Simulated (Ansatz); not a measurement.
Mulliken charges of H$_{4}$OSSi, SMILES `O[SiH2]S` from r2SCAN/def2-TZVPP in Ansatz (PBE0-D4/def2-TZVP geometry).

```
atom   x (Å)   y (Å)   z (Å)  charge (e)
  O1  -1.435  -0.382   0.185      -0.409
 Si2  -0.048   0.496   0.173       0.545
  S3   1.565  -0.476  -0.829      -0.285
  H4  -1.745  -0.722  -0.656       0.204
  H5  -0.185   1.770  -0.576      -0.094
  H6   0.257   0.728   1.600      -0.071
  H7   1.651  -1.483   0.057       0.111
```

Question: By hand: the dipole of these point charges (1 e Å = 4.8032 D).

Answer: Σ q r = (-0.059, 0.032, 0.068) e Å, of length 0.096 e Å = 0.46 D.

Question: How does the dipole of the full density compare? (An estimate is asked.)

Answer: Ansatz gave: (-0.111, -0.115, -0.082) e Å, 0.86 D; the point charges give 0.53 times that, at 99° from its direction.

Point charges leave out the atoms' own dipoles, such as those of lone pairs, and Mulliken's split depends on the basis, so the two needn't agree.
